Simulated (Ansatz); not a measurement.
**CHSi− (SMILES [C-]#[SiH]): one structure at several levels**

One table from this session's results is given with a row withheld; the runs are named, their logs left out.

Computed with Ansatz 0.2.0, Gaussian basis. Level: single points in def2-TZVPPD.

Correlated methods freeze the cores. B3LYP uses VWN-RPA correlation.

### Starting geometry

SMILES `[C-]#[SiH]`, 3 atoms, charge -1, spin multiplicity 1.

Atoms are counted from 1 here; the program's logs count them from 0.

Bond lengths: C1–Si2 1.574 Å, Si2–H3 1.627 Å. Angles: C1–Si2–H3 169.8°.

Geometry (Å):

```tsv
atom	x (Å)	y (Å)	z (Å)
C1	-0.84370	1.28420	-0.36920
Si2	-0.11720	-0.03430	0.09040
H3	0.76280	-1.38550	0.30780
```

Set-up of the first run:

run/in.yaml reads:

```yaml
crystal:
  periodic: [false, false, false]
  atoms:
    - {symbol: C, position_ang: [-0.843700, 1.284200, -0.369200]}
    - {symbol: Si, position_ang: [-0.117200, -0.034300, 0.090400]}
    - {symbol: H, position_ang: [0.762800, -1.385500, 0.307800]}
basis:
  gaussian: {orbitals: "def2-TZVPPD.json"}
total_charge: -1
correlation: {method: ccsd_t}
output: {forces: true}
```

The basis file named in the input lies beside it (Basis Set Exchange, JSON).

No record of the launch command was kept for these runs.

Steps of the session up to this table: CCSD(T)/def2-TZVPPD; PBE0-D4/def2-TZVPPD; wB97M-V/def2-TZVPPD; r2SCAN-D4/def2-TZVPPD; PBE-D4/def2-TZVPPD; BLYP-D4/def2-TZVPPD; B3LYP-D4/def2-TZVPPD.

One table of the session follows, with a row left open; its other results are not shown here.

| method | RMS force component (eV/Å) | angle to CCSD(T) forces (°) |
| --- | --- | --- |
| CCSD(T) | 3.157 | reference |
| PBE0-D4 | 2.752 | 2.3 |
| wB97M-V | 2.632 | 5.3 |
| r2SCAN-D4 | 2.824 | 0.8 |
| PBE-D4 | 2.890 | 1.1 |
| BLYP-D4 | ? | ? |
| B3LYP-D4 | 2.724 | 2.4 |

**Question.** Estimate the row for BLYP-D4.

**Answer.** RMS force component (eV/Å): 2.863; angle to CCSD(T) forces (°): 0.7. In the column «RMS force component (eV/Å)» it lies between r2SCAN-D4 (2.824) and PBE-D4 (2.890).
